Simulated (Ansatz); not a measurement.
Reaction (SMILES): F[C]Cl (closed-shell singlet) + 3 [H][H] (H2) → C (CH4) + Cl (HCl) + F (HF)
B3LYP-D3(BJ)/def2-TZVP geometries, fixed; electronic energies without zero-point terms.

Basis-set convergence of the energy of full hydrogenation at PBE0 with Ansatz (a quantum-chemistry and plane-wave program). Cartesian d functions, on some or all atoms, in 6-31G*, 6-31G**, 6-31+G*, 6-311G**, 6-311+G**; all else is spherical. The program fits the integrals of some runs and decomposes those of others, by size. No added dispersion term, no relativity. Functions are those of the species that has most. Reference: the value in pcseg-4, -129.88 kcal/mol, itself unsure by roughly 0.09 kcal/mol (its mean distance from aug-pcseg-3, aug-cc-pV(Q+d)Z, cc-pV(5+d)Z). Deviations are taken from unrounded values.

```
basis              functions  energy of full hydrogenation (kcal/mol)  minus reference (kcal/mol)
-----------------  ---------  ---------------------------------------  --------------------------
STO-3G                    19                                   -85.27                       44.62
3-21G                     31                                  -120.60                        9.29
6-31G                     31                                  -133.18                       -3.29
6-31G*                    49                                  -117.80                       12.08
6-31G**                   49                                  -123.50                        6.38
cc-pV(D+d)Z               51                                  -125.20                        4.68
6-31+G*                   61                                  -125.19                        4.70
6-311G**                  63                                  -129.40                        0.49
6-311+G**                 75                                  -132.39                       -2.51
6-311++G(2d,2p)           89                                  -132.33                       -2.44
cc-pV(T+d)Z               99                                  -127.86                        2.02
6-311++G(3df,3pd)        125                                  -130.09                       -0.20
cc-pV(Q+d)Z              175                                  -129.06                        0.82
cc-pV(5+d)Z              311                                  -129.71                        0.18
```

The smallest set listed that lies within 4 kcal/mol of the reference with all its larger relatives (same family, alike in diffuse functions; a set with none counts only in the reference's own line) is 6-311+G** (75 functions, -2.51 kcal/mol off). Inside the window by cancellation, since a larger relative falls out: 6-31G. Inside, with no larger relative to test it: 6-311G**.
